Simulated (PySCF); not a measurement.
Gas-phase reaction: AlH3.NH3 + 2 NH2 ⇌ AlH + 3 NH3

Computed with PySCF (xtb for GFN2) and rigid-rotor harmonic-oscillator thermochemistry at 1 bar. † marks an energy on the PBE0/def2-TZVP geometry and frequencies; other levels use their own. CCSD(T) freezes the core. Open shells (unrestricted): NH2 (multiplicity 2); the rest are closed-shell singlets. GFN2 has no spin-polarisation term. Adducts (AlH3.NH3) have no counterpoise correction, and HF, PBE, BLYP, B3LYP and PBE0 lack dispersion. AlH3.NH3: computed as isolated molecules; such fragments, hydroxides, amides, oligomers or adducts are transient or little studied in the gas. CCSD(T) isn't extrapolated to the basis-set limit; its ΔH°(298 K) is -176.4 kJ in def2-SVP and -213.0 kJ in def2-TZVPP. The harmonic model lacks anharmonicity and excited electronic states, which grow with temperature; levels with a mode under 35 cm⁻¹ are left out.

ΔH° and ΔS° at 298 K: BLYP/def2-TZVP† -227 kJ, 106 J/K; CCSD(T)/def2-TZVPP† -213 kJ, 106 J/K; GFN2-xTB -197 kJ, 95 J/K.

Question: With the heat capacities included, give log10 K (1 bar) at 500, 600, 1600, 1800, 2000 K from BLYP/def2-TZVP†, CCSD(T)/def2-TZVPP†, GFN2-xTB.

Answer: 
| T (K) | BLYP/def2-TZVP† | CCSD(T)/def2-TZVPP† | GFN2-xTB |
|---|---|---|---|
| 500 | 29.1 | 27.7 | 25.4 |
| 600 | 25.1 | 23.9 | 21.9 |
| 1600 | 12.0 | 11.6 | 10.2 |
| 1800 | 11.1 | 10.7 | 9.3 |
| 2000 | 10.3 | 10.0 | 8.7 |
